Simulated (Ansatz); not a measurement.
Input (CCSDT(Q)/cc-pVDZ; Ansatz, an electronic-structure program):

Ansatz 0.2 input:
```yaml
crystal:
  periodic: [false, false, false]
  atoms:
    - {symbol: C, position_ang: [-0.12186025, -1.69074357, 0.02215318]}
    - {symbol: C, position_ang: [0.54218933, -0.56026688, 0.01153545]}
    - {symbol: C, position_ang: [-0.07823455, 0.72517373, -0.01044128]}
    - {symbol: H, position_ang: [0.10845327, -2.74335182, 0.03814959]}
    - {symbol: H, position_ang: [1.63433789, -0.55645278, 0.01934692]}
    - {symbol: N, position_ang: [-0.54219405, 1.77926070, -0.02814008]}
basis:
  gaussian:
    orbitals: cc-pVDZ
magnetization: {spin_polarized: true, initial_magnetization: 1}
correlation: {method: ccsdt_q, electrons: outside_noble_gas}
```

Output:

```
Functional definition: HF
integrals: 0.09 GiB planned
1227 factors; integrals over basis functions are off by at most 2.1e-7 eV
mean field: 0.19 GiB planned
mean field evaluation 1: about -4599.1352 eV, gradient 2.2e1 eV
mean field evaluation 2: about -4599.1386 eV, gradient 2.2e1 eV
mean field evaluation 4: about -4602.1636 eV, gradient 3.6e0 eV
mean field evaluation 8: about -4602.3647 eV, gradient 7.0e-1 eV
mean field evaluation 16: about -4602.5107 eV, gradient 9.4e-2 eV
mean field evaluation 32: about -4602.4664 eV, gradient 4.8e-1 eV
mean field evaluation 64: about -4592.4903 eV, gradient 6.7e0 eV
mean field evaluation 96: about -4599.3950 eV, gradient 1.5e0 eV
mean field evaluation 128: about -4598.0081 eV, gradient 1.5e-3 eV
mean field -4602.51143718 eV, -169.1391756219 hartree, gradient 1.4e-6 eV, S^2 1.131660; 3 other end points of the search recorded, 0 dependent functions left out
determinant -4602.51143718 eV, -169.1391756219 hartree, with singles and doubles -4616.76571114 eV, -169.6630105282 hartree
determinant -4599.48594245 eV, -169.0279907415 hartree, with singles and doubles -4613.49950265 eV, -169.5429795800 hartree
4 core orbitals not correlated
reference -4602.51143718 eV, -169.1391756219 hartree; 10, 9 occupied and 52, 53 virtual orbitals, 1227 factors
second order -13.02318263 eV of doubles, -0.00000000 eV of singles
coupled cluster: 3.43 GiB planned
cycle   1  -13.34031801 eV  change   -3.2e-1 eV  update   1.3e-1
cycle   2  -14.20354927 eV  change   -8.6e-1 eV  update   6.8e-2
cycle   3  -14.86126332 eV  change   -6.6e-1 eV  update   5.0e-2
cycle   4  -14.86039189 eV  change    8.7e-4 eV  update   2.9e-2
cycle   5  -14.85930733 eV  change    1.1e-3 eV  update   2.0e-2
cycle   6  -14.90045608 eV  change   -4.1e-2 eV  update   8.0e-3
cycle   7  -14.90994009 eV  change   -9.5e-3 eV  update   5.3e-3
cycle   8  -14.90434218 eV  change    5.6e-3 eV  update   3.1e-3
cycle   9  -14.90747236 eV  change   -3.1e-3 eV  update   2.1e-3
cycle  10  -14.91055100 eV  change   -3.1e-3 eV  update   1.3e-3
cycle  11  -14.90943133 eV  change    1.1e-3 eV  update   8.1e-4
cycle  12  -14.91120152 eV  change   -1.8e-3 eV  update   4.3e-4
cycle  13  -14.91150844 eV  change   -3.1e-4 eV  update   2.1e-4
cycle  14  -14.91156455 eV  change   -5.6e-5 eV  update   1.2e-4
cycle  15  -14.91163793 eV  change   -7.3e-5 eV  update   5.8e-5
cycle  16  -14.91172631 eV  change   -8.8e-5 eV  update   3.2e-5
cycle  17  -14.91176268 eV  change   -3.6e-5 eV  update   2.1e-5
cycle  18  -14.91178515 eV  change   -2.2e-5 eV  update   1.3e-5
cycle  19  -14.91180325 eV  change   -1.8e-5 eV  update   7.7e-6
cycle  20  -14.91180282 eV  change    4.3e-7 eV  update   4.1e-6
cycle  21  -14.91179938 eV  change    3.4e-6 eV  update   2.5e-6
cycle  22  -14.91179953 eV  change   -1.5e-7 eV  update   1.6e-6
coupled cluster: 3.43 GiB planned
perturbative correction -0.06407926 eV, -0.0023548695 hartree
Total energy: -4617.48731597 eV, -169.6895290166 hartree
```

The determinant is spin-contaminated: <S^2> is 1.13, 0.38 over the pure value.
